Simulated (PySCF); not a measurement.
F: ionisation energy

F [He] 2s2 2p5 (2P) → F⁺ [He] 2s2 2p4 (3P), as a difference of total energies. Computed with PySCF 2.14 in dyall-av3z (15s9p3d2f, 71 functions), with no relativity, point nucleus. Correlated levels: valence: 1s2 frozen; virtual orbitals above 40 to 60 times the deepest correlated orbital energy dropped. The calculations carry no spin-orbit coupling.

Task: Order these methods by the ionisation energy they give, lowest first.
A. UHF
B. r2SCAN
C. PW91
D. LDA

Result: A (15.652 eV), B (17.541 eV), C (17.752 eV), D (17.959 eV).

Errors of the correlated levels include the incompleteness of this basis and the frozen core.

For comparison: 17.427 eV (measured; NIST levels, between the centres of gravity of the two terms).
